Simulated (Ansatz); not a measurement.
Input file:

```yaml
crystal:
  periodic: [false, false, false]
  atoms:
    - {symbol: Ru, position_ang: [0.000162, 0.001479, 0.235888]}
    - {symbol: C, position_ang: [-0.000672, -0.014664, -1.612671]}
    - {symbol: H, position_ang: [0.047292, -0.885558, -2.233235]}
    - {symbol: H, position_ang: [-0.055485, 0.912036, -2.203433]}
basis:
  gaussian: {orbitals: def2-SVP}
total_charge: 1
magnetization: {spin_polarized: true, initial_magnetization: 3}
hamiltonian: {xc: {name: PBE-QIDH}}
correlation: {electrons: outside_noble_gas}
```

```sh
$ ansatz run in.yaml --threads 1 --pin off --events-out ev --progress --plain --max-ram 2393MiB
```

Roughly how long does this take on 1 thread of AMD EPYC, shared host, and how much host memory?

77 s wall and 0.17 GiB.

```
582 factors; integrals over basis functions are off by at most 1.6e-3 eV
mean field evaluation 1: about -3624.9828 eV, gradient 2.8e1 eV
mean field evaluation 2: about -3625.0673 eV, gradient 2.8e1 eV
mean field evaluation 4: about -3628.8173 eV, gradient 7.4e0 eV
mean field evaluation 8: about -3629.2871 eV, gradient 9.0e-1 eV
mean field evaluation 16: about -3629.3984 eV, gradient 9.5e-2 eV
mean field evaluation 32: about -3629.3995 eV, gradient 7.2e-4 eV
mean field evaluation 64: about -3629.3997 eV, gradient 4.2e-2 eV
mean field evaluation 96: about -3629.2999 eV, gradient 4.7e0 eV
mean field evaluation 128: about -3628.7776 eV, gradient 1.6e0 eV
mean field -3629.39996765 eV, -133.3779887153 hartree, gradient 1.7e-10 eV, S^2 4.214909; 8 other end points of the search recorded, 0 dependent functions left out
5 core orbitals not correlated: weight in the atoms' cores, before any rotation towards them, 0.998 or more for the frozen orbitals, at most 0.001 for the correlated occupied ones
reference -3629.39998029 eV, -133.3779891798 hartree; 8, 5 occupied and 42, 45 virtual orbitals, 582 factors
second order -8.30584401 eV of doubles, -0.00000000 eV of singles
Total energy: -3632.16859496 eV, -133.4797338924 hartree
```
